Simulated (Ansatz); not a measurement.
Process, species as SMILES: FC(F)(F)F → C atom + 4 F atom
B3LYP-D3(BJ)/def2-TZVP geometries, fixed; electronic energies without zero-point terms.

The atomisation energy at CCSD(T) with Ansatz (an electronic-structure program), in kcal/mol, split into its Hartree-Fock and correlation parts. Cores are frozen. Open shells are unrestricted. No added dispersion term, no relativity. Functions are those of the species that has most.

```json
[
 {"basis": "cc-pVDZ", "X": "2", "functions": "70", "Hartree-Fock": "298.72", "CCSD(T)": "432.82"},
 {"basis": "cc-pVTZ", "X": "3", "functions": "150", "Hartree-Fock": "313.47", "CCSD(T)": "463.54"},
 {"basis": "cc-pVQZ", "X": "4", "functions": "275", "Hartree-Fock": "313.70", "CCSD(T)": "471.77"}
]
```

Worked estimate of the basis-set limit from each neighbouring pair, with Hartree-Fock from the larger set and the correlation part extrapolated as X^-3.
Correlation parts: X = 2: 134.10, X = 3: 150.07, X = 4: 158.07.
- (2,3): (27·(150.07) - 8·(134.10))/19 = 156.79; with Hartree-Fock 313.47 the estimate is 470.26 kcal/mol.
- (3,4): (64·(158.07) - 27·(150.07))/37 = 163.91; with Hartree-Fock 313.70 the estimate is 477.61 kcal/mol.
The last two estimates differ by 7.34 kcal/mol; the largest set lies 5.84 from the last. Over the last step Hartree-Fock moves by 0.23 and the correlation part by 8.00.
